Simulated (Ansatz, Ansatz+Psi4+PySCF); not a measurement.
```xyz
3

C     0.0000    0.0000    0.0000
O     0.0000    0.0000    1.2287
O     0.0000    0.0000   -1.2287
```

Basis set: cc-pVTZ (spherical functions). Left uncorrelated: 3 orbitals. Charge 0, multiplicity 1.

Computed with Ansatz (development build ahead of 0.2.0); each method stands on the lowest determinant of its kind that the runs found. Restricted open shells among the atoms or ions are ROHF, correlated in semicanonical orbitals with singles.

**Question.** Give the atomization energy at this shape (free ground-state atoms in the same class of orbitals less the molecule, no zero-point energy) of singlet CO₂ by RHF-CCSD(T), RHF-MP2, RHF.

**Answer.**

```json
{"method": "RHF-CCSD(T)", "atomization energy": "15.94 eV"}
{"method": "RHF-MP2", "atomization energy": "17.09 eV"}
{"method": "RHF", "atomization energy": "10.27 eV"}
```

Caution: the shape is not the minimum.
